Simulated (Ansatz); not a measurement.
A nudged elastic band was laid between two geometries of CH₆BN (9 atoms, charge 0, multiplicity 1).

Theory: RKS PBE/def2-SVP in Ansatz 0.2.0.

```yaml
movable_images: 6
climbing_image: no
spring: 5.0 eV/Å²
optimiser: quadratic models (default)
start_path: through a guess of the saddle point
force_threshold: 0.05 eV/Å
iteration_limit: 60
end_points: relaxed
```

First end point:

```xyz
9
Properties=species:S:1:pos:R:3
B -0.810 0.745 -0.895
N 0.123 0.492 0.112
C 0.566 -0.800 0.607
H -1.344 -0.196 -1.456
H -1.063 1.901 -1.181
H 0.568 1.285 0.581
H 0.051 -1.603 0.046
H 1.662 -0.939 0.481
H 0.336 -0.932 1.687
```

Last end point:

```xyz
9
Properties=species:S:1:pos:R:3
B -0.810 0.745 -0.895
N 0.122 0.491 0.113
C 0.566 -0.800 0.607
H -1.062 1.902 -1.180
H -1.342 -0.196 -1.458
H 0.565 1.285 0.584
H 0.050 -1.603 0.047
H 1.662 -0.939 0.478
H 0.338 -0.932 1.687
```

Question: Which bonds break or form, and what moves?

Answer: No bond is made or broken. The dihedral H4–B1–N2–C3 goes from 0 to 180°. The two ends are copies of one structure, up to a mirror image or an exchange of like atoms.

Question: What energy profile does the band end with?

Answer: The run converged. The highest image is number 4 of 0 to 7, 1.48 eV above the ends, which have the same energy within 2 meV. No image climbed, so the highest image needn't sit at the top of the path.

```json
{"image": "0", "path coordinate (Å)": "0.00", "energy (eV)": "0.00", "dihedral H4–B1–N2–C3 (°)": "0"}
{"image": "1", "path coordinate (Å)": "0.83", "energy (eV)": "0.05", "dihedral H4–B1–N2–C3 (°)": "-2"}
{"image": "2", "path coordinate (Å)": "1.66", "energy (eV)": "0.09", "dihedral H4–B1–N2–C3 (°)": "-7"}
{"image": "3", "path coordinate (Å)": "2.49", "energy (eV)": "0.40", "dihedral H4–B1–N2–C3 (°)": "31"}
{"image": "4", "path coordinate (Å)": "3.32", "energy (eV)": "1.48", "dihedral H4–B1–N2–C3 (°)": "54"}
{"image": "5", "path coordinate (Å)": "4.15", "energy (eV)": "1.28", "dihedral H4–B1–N2–C3 (°)": "91"}
{"image": "6", "path coordinate (Å)": "4.98", "energy (eV)": "0.36", "dihedral H4–B1–N2–C3 (°)": "137"}
{"image": "7", "path coordinate (Å)": "5.81", "energy (eV)": "0.00", "dihedral H4–B1–N2–C3 (°)": "180"}
```

Question: What is the geometry of the highest image?

Answer: 
```xyz
9
Properties=species:S:1:pos:R:3
B -0.866 0.769 -0.799
N 0.366 0.466 -0.099
C 0.586 -0.807 0.568
H -1.968 0.675 -0.273
H -0.831 1.113 -1.972
H 0.771 1.271 0.392
H 0.571 -1.614 -0.197
H 1.606 -0.832 1.003
H -0.146 -1.088 1.361
```

The run took 77 s on 1 CPU thread of a shared host.
